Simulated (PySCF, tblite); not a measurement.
**Complex of ammonium and 3 × water**

A gas-phase complex of ammonium and 3 × water; charge +1, singlet. The structure comes from a short search (6 tight-binding starts) and was relaxed by PBE0-D3(BJ)/def2-SVPD; another way of binding may lie lower. No frequency run checks that it is a minimum.

```json
{"part": "1", "name": "ammonium", "SMILES": "[NH4+]", "atoms": "1–5", "charge": "+1", "multiplicity": "1"}
{"part": "2", "name": "water", "SMILES": "O", "atoms": "6–8", "charge": "0", "multiplicity": "1"}
{"part": "3", "name": "water", "SMILES": "O", "atoms": "9–11", "charge": "0", "multiplicity": "1"}
{"part": "4", "name": "water", "SMILES": "O", "atoms": "12–14", "charge": "0", "multiplicity": "1"}
```

Coordinates in Å:
```
N1      0.107   -0.039    0.095
H2      0.125    0.968   -0.070
H3     -0.644   -0.462   -0.450
H4     -0.020   -0.245    1.122
H5      1.036   -0.473   -0.156
O6      2.464   -1.284   -0.057
H7      3.145   -1.490   -0.702
H8      2.696   -1.719    0.782
O9      0.225   -0.814    2.649
H10    -0.266   -0.716    3.470
H11     1.021   -1.342    2.830
O12     2.640   -2.284    2.579
H13     3.387   -1.993    3.115
H14     2.578   -3.237    2.718
```

```
  contact  kind (by geometry)  distance (Å)  angle (°)
  H5···O6       hydrogen bond         1.645        162
  H4···O9       hydrogen bond         1.648        162
 H8···O12       hydrogen bond         1.884        162
H11···O12       hydrogen bond         1.890        161
```

Interaction energies are complex less parts, with the parts frozen as they stand in it; counterpoise-corrected, in kcal/mol (PySCF).

Problem. How strongly do the parts interact, level by level?

Solution. 
```csv
level,interaction,superposition error removed
wB97M-D3(BJ)/def2-TZVPD,-53.89,-0.33
PBE0-D3(BJ)/def2-TZVPD,-56.15,-0.34
RI-MP2/def2-TZVPD,-51.26,-2.44
```

Problem. What holds them together? Decompose the wB97M-D3(BJ)/def2-TZVPD energy: frozen parts, their antisymmetrised product, then relaxation.

Solution. electrostatic -69.3, Pauli repulsion +52.8, orbital relaxation -34.1, dispersion correction -3.6 kcal/mol, which sum to the value before the counterpoise correction; the Pauli term holds the exchange-correlation of the frozen density too. Of the attraction, 65 % is electrostatic, 32 % is orbital relaxation, 3 % is dispersion correction.

Problem. Are the pair energies additive?

Solution. The pairs sum to -55.00 kcal/mol (1–2 -20.1, 1–3 -20.1, 1–4 -8.1, 2–3 1.6, 2–4 -4.1, 3–4 -4.1); the rest of +1.11 is a many-body weakening.

The parts were also relaxed and run alone, at the levels used for the complex: shieldings by PBE0/pcSseg-2; core levels by delta-SCF with SCAN, pcX-2 on the ionised atom and pcseg-1 elsewhere, spin-free X2C.

Values alone: N1–H5 bond (Å): 1.027; shielding of H5 (ppm): 26.38; shielding of O6 (ppm): 328.9; shielding of H4 (ppm): 26.38; shielding of O9 (ppm): 328.9; N1 1s core level (eV): 417.00; O6 1s core level (eV): 539.76; O12 1s core level (eV): 539.76.

Problem. How do these values change when the complex forms?

Solution. 
| property | alone | in the complex | change |
| --- | --- | --- | --- |
| N1–H5 bond (Å) | 1.027 | 1.055 | +0.028 |
| shielding of H5 (ppm) | 26.38 | 19.97 | -6.41 |
| shielding of O6 (ppm) | 328.9 | 302.7 | -26.1 |
| shielding of H4 (ppm) | 26.38 | 20.01 | -6.37 |
| shielding of O9 (ppm) | 328.9 | 303.0 | -25.8 |
| N1 1s core level (eV) | 417.00 | 412.79 | -4.21 |
| O6 1s core level (eV) | 539.76 | 543.63 | +3.87 |
| O12 1s core level (eV) | 539.76 | 544.61 | +4.85 |
